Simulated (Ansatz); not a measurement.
Mulliken charges of C4H2, SMILES `C1=C=CC=1` from r2SCAN/def2-TZVPP in Ansatz (PBE0-D4/def2-TZVP geometry).

```
atom   x (Å)   y (Å)   z (Å)  charge (e)
  C1  -0.042  -0.414   1.233      -0.127
  C2  -0.141  -1.306   0.064      -0.127
  C3   0.465  -0.180  -0.556       0.017
  C4  -0.406   0.540   0.246       0.017
  H5   1.347   0.012  -1.150       0.110
  H6  -1.180   1.284   0.116       0.110
```

By hand: the dipole of these point charges (1 e Å = 4.8032 D).

Σ q r = (0.043, 0.367, -0.284) e Å, of length 0.466 e Å = 2.24 D.

How does the dipole of the full density compare? (Best estimate.)

Ansatz gave: (0.067, 0.580, -0.448) e Å, 3.53 D; the point charges give 0.63 times that, at 0° from its direction.

Point charges leave out the atoms' own dipoles, such as those of lone pairs, and Mulliken's split depends on the basis, so the two needn't agree.
